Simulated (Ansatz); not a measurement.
# SiCF+ (quintet): the correlation ladder, cc-pVDZ

The task here is to estimate one member of a computed series from the others.

Computed with Ansatz 0.2.0, Gaussian basis. Level: cc-pVDZ, core rule «outside noble gas», up to 7 orbitals frozen.

To be run: UHF; CCSD(T) on ROHF; CCSD(T) on UHF; BCCD(T) on ROHF; CISD; CCSDT(Q) on ROHF; CCSDT(Q) on UHF.

30 further runs of the same task are left out: 6 for a known fault of the program, 9 that didn't finish, 15 set aside as unsound or not needed.

### The system

The geometry is a PBE0/def2-TZVP stationary point (not a proven minimum) of the parent state, kept for this charge and spin.

3 atoms, charge 1, spin multiplicity 5.

Atoms are counted from 1 here; the program's logs count them from 0.

Bond lengths: F1–C2 1.299 Å, C2–Si3 1.895 Å. Angles: F1–C2–Si3 122.9°.

Coordinates:

```xyz
3
CFSi
F     0.00000   -0.22998    1.54827
C     0.00000    0.55804    0.51584
Si    0.00000   -0.08307   -1.26792
```

The first run:

in.yaml reads:

```yaml
crystal:
  periodic: [false, false, false]
  atoms:
    - {symbol: F, position_ang: [0.000000, -0.229980, 1.548266]}
    - {symbol: C, position_ang: [0.000000, 0.558036, 0.515839]}
    - {symbol: Si, position_ang: [0.000000, -0.083073, -1.267920]}
basis:
  gaussian: {orbitals: cc-pVDZ}
total_charge: 1
magnetization: {spin_polarized: true, initial_magnetization: 4}
hamiltonian: {xc: hf}
output: {orbitals: {seedname: orbitals}}
```

Started as:

```
$ ansatz run in.yaml --threads 1 --pin off --events-out ev --progress --plain --max-ram 2393MiB
```

Steps of the session up to this table: UHF; CCSD(T) on ROHF; CCSD(T) on UHF; BCCD(T) on ROHF; CISD; CCSDT(Q) on ROHF; CCSDT(Q) on UHF.

One of the session's tables, all rows but one given; the rest of the session is left out.

```
   method  from UCCSDT(Q) (kJ/mol)
     ROHF                   +916.6
      UHF                   +905.8
     RMP2                        ?
     UMP2                    +98.8
     CISD                   +103.6
    RCCSD                    +35.9
    UCCSD                    +35.7
 RCCSD(T)                     +6.7
 UCCSD(T)                     +6.8
  BCCD(T)                     +6.5
   RCCSDT                     +2.8
   UCCSDT                     +2.7
RCCSDT(Q)                     +0.9
UCCSDT(Q)                        0
```

Estimate the missing values for RMP2.

**Answer.** from UCCSDT(Q) (kJ/mol): +95.1. In the column «from UCCSDT(Q) (kJ/mol)» it lies between RCCSD (+35.9) and UMP2 (+98.8).

Caveats from the session: Restricted and unrestricted rows rest on different reference determinants; where their highest levels disagree by more than a few hundredths of an eV, they describe different states and don't form one ladder.
